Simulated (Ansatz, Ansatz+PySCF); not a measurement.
```csv
atom,x (Å),y (Å),z (Å)
C,1.2977,0.0000,0.0000
C,0.4010,1.2342,0.0000
C,-1.0499,0.7628,0.0000
C,-1.0499,-0.7628,0.0000
C,0.4010,-1.2342,0.0000
H,2.4811,0.0000,0.0000
H,0.7667,2.3597,0.0000
H,-2.0073,1.4584,0.0000
H,-2.0073,-1.4584,0.0000
H,0.7667,-2.3597,0.0000
```

RHF on singlet C₅H₅(-) was run in several spherical basis sets with Ansatz (development build ahead of 0.2.0). Caution: no diffuse functions for an anion. Caution for RHF: no unrestricted run beside it, a lower state can exist.

(1) Rank the basis sets by the total energy that they give, lowest first, with the distance from the lowest.
A. def2-SVP
B. 6-31G(d)
C. cc-pVDZ
D. def2-TZVP

Answers

(1) D (0.00 eV), C (1.41 eV), B (2.36 eV), A (5.58 eV).

Totals follow the description of the cores as much as that of the bonds, so this order isn't one of quality for chemistry.
